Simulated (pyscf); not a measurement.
**Four-centre exchange: `[CH3][SiH3]` + `[H][H]` → `[CH4]` + `[SiH4]`**

Gas phase, singlet surface, charge 0. Bonds broken: C1–Si2, H9–H10. Bonds formed: C1–H9, Si2–H10. PySCF, gas phase, ωB97X-D3(BJ)/def2-SVP geometries.

Transition state (Å):

```xyz
10

C     -1.4828    -0.7828    -0.2244
Si    -0.2663     1.0273    -0.3031
H     -0.7985    -1.4344    -0.7865
H     -2.3044    -0.4320    -0.8652
H     -1.9127    -1.3637     0.6126
H     -0.9507     2.3455    -0.1573
H      1.1950     0.8977    -0.0300
H     -0.3288     0.8044    -1.8088
H     -1.0110     0.0109     0.7678
H     -0.5094     0.8186     1.4054
```

One imaginary mode, 1724i cm⁻¹; descent along it reached the two sides named.

```json
[
 {"bond": "C1–Si2", "change": "breaks", "reactant side (Å)": "1.881", "saddle": "2.182", "product side": "4.2"},
 {"bond": "H9–H10", "change": "breaks", "reactant side (Å)": "0.760", "saddle": "1.145", "product side": "2.7"},
 {"bond": "C1–H9", "change": "forms", "reactant side (Å)": "3.7", "saddle": "1.355", "product side": "1.099"},
 {"bond": "Si2–H10", "change": "forms", "reactant side (Å)": "3.3", "saddle": "1.738", "product side": "1.490"}
]
```

Electronic energies relative to the separated reactants (kJ/mol):

```json
[
 {"level": "ωB97X-D3(BJ)/def2-TZVP", "barrier": "305.6", "reaction energy": "-25.0", "reverse barrier": "330.6"},
 {"level": "PBE/def2-TZVP", "barrier": "271.9", "reaction energy": "-29.2", "reverse barrier": "301.0"},
 {"level": "r²SCAN/def2-TZVP", "barrier": "284.9", "reaction energy": "-26.9", "reverse barrier": "311.7"},
 {"level": "B3LYP-D3(BJ)/def2-TZVP", "barrier": "300.3", "reaction energy": "-30.7", "reverse barrier": "331.0"},
 {"level": "PBE0-D3(BJ)/def2-TZVP", "barrier": "282.6", "reaction energy": "-28.1", "reverse barrier": "310.7"},
 {"level": "M06-2X/def2-TZVP", "barrier": "309.3", "reaction energy": "-24.5", "reverse barrier": "333.8"},
 {"level": "ωB97M-D3(BJ)/def2-TZVP", "barrier": "301.1", "reaction energy": "-29.2", "reverse barrier": "330.3"},
 {"level": "HF/def2-TZVP", "barrier": "370.4", "reaction energy": "-48.6", "reverse barrier": "419.1"}
]
```

With ωB97M-D3(BJ)/def2-TZVP energies and thermal terms (ideal gas, 1 atm, RRHO with modes under 100 cm⁻¹ raised to 100, one conformer, R ln 2 for chiral ones without a mode under 150 cm⁻¹), in kJ/mol:

| T (K) | ΔH‡ | ΔG‡ | ΔH | ΔG |
|---|---|---|---|---|
| 298 | 304.5 | 337.2 | -17.9 | -19.5 |
| 600 | 300.1 | 372.3 | -23.5 | -19.0 |
| 900 | 299.0 | 408.7 | -28.0 | -15.7 |
| 1200 | 299.6 | 445.2 | -31.3 | -11.1 |

At the saddle there is also a short H–Si contact that neither side keeps. This is the saddle that the search found; another between the same sides may lie lower.
